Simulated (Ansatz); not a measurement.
# SiH4 (singlet): PBE0, B3LYP, BHLYP over a scan of the scale of all distances, 6-31G

How well do these functionals follow the top wave-function level for SiH4 (singlet) over a scan of the scale of all distances?

The runs use Ansatz 0.2.0, Gaussian basis; 6-31G, all electrons in the functionals.

The runs, in order: PBE0, B3LYP, BHLYP, at 0.866; 1.000; 1.102; 1.288; 1.475; 1.743; 2.012; 2.431.

13 further runs of the same task are left out: 2 for a known fault of the program, 8 that didn't finish, 3 set aside as unsound or not needed.

### 1 What is computed

The geometry derives from a PBE0/def2-TZVP stationary point (not a proven minimum). All distances are scaled together.

5 atoms, charge 0, spin multiplicity 1.

Atoms are counted from 1 here; the program's logs count them from 0.

Bond lengths: Si1–H2 1.485 Å, Si1–H3 1.485 Å, Si1–H4 1.485 Å, Si1–H5 1.485 Å. Angles: H2–Si1–H3 109.5°, H2–Si1–H4 109.5°, H2–Si1–H5 109.5°, H3–Si1–H4 109.5°, H3–Si1–H5 109.5°, H4–Si1–H5 109.5°.

No dispersion term is added. B3LYP takes the VWN-RPA correlation.

The geometry shown and the zero of energy belong to the point 1.000. The yardstick, FCI, and other wave-function levels (R restricted, U unrestricted, valence and pair active spaces) come from earlier runs.

### 2 PBE0, 0.866

File in.yaml:

```yaml
crystal:
  periodic: [false, false, false]
  atoms:
    - {symbol: Si, position_ang: [0.000000, 0.000000, 0.000000]}
    - {symbol: H, position_ang: [0.741166, 0.743673, 0.742015]}
    - {symbol: H, position_ang: [-0.744371, -0.739931, 0.742548]}
    - {symbol: H, position_ang: [-0.740196, 0.740893, -0.745755]}
    - {symbol: H, position_ang: [0.743401, -0.744635, -0.738808]}
basis:
  gaussian: {orbitals: 6-31G}
hamiltonian: {xc: {name: PBE0}}
output: {orbitals: {seedname: orbitals}}
```

Command:

```
ansatz run in.yaml --threads 1 --pin off --events-out ev --progress --plain --max-ram 2393MiB
```

After this run come: PBE0, 1.000; PBE0, 1.102; PBE0, 1.288; PBE0, 1.475; PBE0, 1.743; PBE0, 2.012; PBE0, 2.431; B3LYP, 0.866; B3LYP, 1.000; B3LYP, 1.102; B3LYP, 1.288; B3LYP, 1.475; B3LYP, 1.743; B3LYP, 2.012; B3LYP, 2.431; BHLYP, 0.866; BHLYP, 1.000; BHLYP, 1.102; BHLYP, 1.288; BHLYP, 1.475; BHLYP, 1.743; BHLYP, 2.012; BHLYP, 2.431.

**Question.** What will the summary of the whole plan be? Wanted: span of the FCI curve; largest miss, PBE0; largest miss, B3LYP; largest miss, BHLYP.

As calculated:

| quantity | value |
| --- | --- |
| span of the FCI curve | 255.5 kcal/mol |
| largest miss, PBE0 | +42.8 kcal/mol (1.743) |
| largest miss, B3LYP | +38.8 kcal/mol (2.431) |
| largest miss, BHLYP | +45.6 kcal/mol (1.743) |

In words: Of the functionals, B3LYP keep the smallest largest miss at the points compared (at most 38.8 kcal/mol) and BHLYP strays most (45.6 kcal/mol, at 1.743). PBE0, B3LYP, BHLYP clearly break the spin symmetry at some points (⟨S²⟩ up to 2.89 above the pure value), so energy there is bought with a mixed spin. Functionals and the yardstick converge differently with the basis, so part of each miss in 6-31G is the basis.
